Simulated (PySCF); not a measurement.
Calculation: PySCF 2.14.0 with PBE-D3(BJ)/def2-TZVP // B3LYP-D3(BJ)/def2-TZVP. All species are isolated molecules in the gas phase. 

Reference species (SMILES): `[OH+]` (lower triplet) (charge +1, multiplicity 3).

The highest occupied spin orbital comes out as -23.47 eV.

Changed species: `[O+]S` (excited triplet) (O, X = mercapto, multiplicity 3; the reference has O, X = H, multiplicity 3).

Q: Predict the effect on the highest occupied spin orbital.

A: the highest occupied spin orbital increases by 8.74 eV, to -14.73 eV.
